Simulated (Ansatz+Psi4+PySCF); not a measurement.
## singlet CH₂: levels of theory in one basis

```xyz
3

C     0.3000    0.3000    0.3000
H    -0.0337    0.4412    1.3068
H     0.6337    0.1588   -0.7068
```

Basis set: cc-pVTZ (spherical functions). Correlated methods keep 1 orbital frozen. Charge 0, multiplicity 1.

Computed with Ansatz (development build ahead of 0.2.0) and PySCF 2.14.0; each method stands on the lowest determinant of its kind that the runs found.

```tsv
method	E − E(RHF) (eV)	<S²> of the determinant
RHF	0.00	0.00
UHF	-1.58	1.01
UHF-MP2	-4.98	1.01
RHF-CCSD	-4.49	–
UHF-CCSD	-5.73	1.01
RHF-CCSD(T)	-4.72	–
UHF-CCSD(T)	-5.97	1.01
```

(1) What does RHF-MP2 give on the same scale?

(2) Is a single determinant a sound starting point here?

Answers

(1) -3.78 eV.

(2) It is doubtful. Unrestricted orbitals lower Hartree–Fock by 1.58 eV and <S²> is 1.01 where a pure state has 0.00, a sign of strong static correlation.

Caution: another spin multiplicity may lie lower. Caution for RHF, RHF-MP2, RHF-CCSD, RHF-CCSD(T): an unrestricted determinant lies well below. Caution for UHF, UHF-MP2, UHF-CCSD, UHF-CCSD(T): the unrestricted determinant is a mixture of spin states. Caution for RHF-MP2, UHF-MP2, RHF-CCSD, UHF-CCSD, RHF-CCSD(T), UHF-CCSD(T): large amplitudes, a single reference is doubtful. Caution for UHF-MP2, UHF-CCSD, UHF-CCSD(T): a plain start can end on a higher determinant. Caution for UHF-CCSD, UHF-CCSD(T): the program doubts this total.
